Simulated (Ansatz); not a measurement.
The input, for Ansatz 0.2.0:

```yaml
crystal:
  periodic: [false, false, false]
  atoms:
    - {symbol: Ge, position_ang: [0.000000, -0.029440, 0.000000]}
    - {symbol: H, position_ang: [0.000000, 1.060833, -1.088372]}
    - {symbol: H, position_ang: [0.000000, 1.060833, 1.088372]}
basis:
  gaussian: {orbitals: cc-pVDZ}
magnetization: {spin_polarized: false, initial_magnetization: 2}
correlation: {method: fic_mrcisd_q_relaxed, electrons: outside_noble_gas, active_space: {window: {electrons: 6, orbitals: 6}, shells: [{species: Ge, l: s, shell: 4}, {species: Ge, l: p, shell: 4}, {species: H, l: s, shell: 1}]}}
```

```sh
$ ansatz run in.yaml --threads 1 --pin off --events-out ev --progress --plain --max-ram 2393MiB
```

Log:

```
717 factors; integrals over basis functions are off by at most 2.4e-7 eV
mean field evaluation 1: about -56501.3639 eV, gradient 7.3e0 eV
mean field evaluation 2: about -56501.3765 eV, gradient 7.3e0 eV
mean field evaluation 4: about -56501.9665 eV, gradient 9.0e-1 eV
mean field evaluation 8: about -56501.9787 eV, gradient 1.3e-3 eV
mean field -56501.97865807 eV, -2076.4094172672 hartree, gradient 1.3e-6 eV, S^2 2.000000; 0 other end points of the search recorded, 0 dependent functions left out
reference -56501.97865807 eV, -2076.4094172672 hartree; 18, 16 occupied and 19, 21 virtual orbitals, 717 factors
state -56502.90613734 eV, -2076.4435015017 hartree
contracted CI cycle   1: correlation 0.00000000 eV, 0.0000000000 hartree, residual 9.13e0 eV
contracted CI cycle   2: correlation -1.55572289 eV, -0.0571717617 hartree, residual 1.93e0 eV
contracted CI cycle   3: correlation -1.62679589 eV, -0.0597836464 hartree, residual 5.54e-1 eV
contracted CI cycle   4: correlation -1.63276575 eV, -0.0600030345 hartree, residual 1.80e-1 eV
contracted CI cycle   5: correlation -1.63346219 eV, -0.0600286284 hartree, residual 6.08e-2 eV
contracted CI cycle   6: correlation -1.63354418 eV, -0.0600316414 hartree, residual 2.45e-2 eV
contracted CI cycle   7: correlation -1.63355816 eV, -0.0600321552 hartree, residual 1.08e-2 eV
contracted CI cycle   8: correlation -1.63356071 eV, -0.0600322487 hartree, residual 4.45e-3 eV
contracted CI cycle   9: correlation -1.63356113 eV, -0.0600322642 hartree, residual 1.66e-3 eV
contracted CI cycle  10: correlation -1.63356118 eV, -0.0600322661 hartree, residual 6.12e-4 eV
state -56502.90613734 eV, -2076.4435015017 hartree; corrected -56504.60233230 eV, -2076.5058355169 hartree
Total energy: -56504.60233230 eV, -2076.5058355169 hartree
Checks for a lower state left out: starts, orbital_swaps
```

Natural occupations: 1.9794 1.9618 1.0056 1.0000 0.0288 0.0244.

For the same geometry and basis full CI lies 19.5 meV higher.

Ran on 1 thread of Intel Xeon Platinum 8488C, shared host: 1.3 s wall, 0.12 GiB peak host memory.
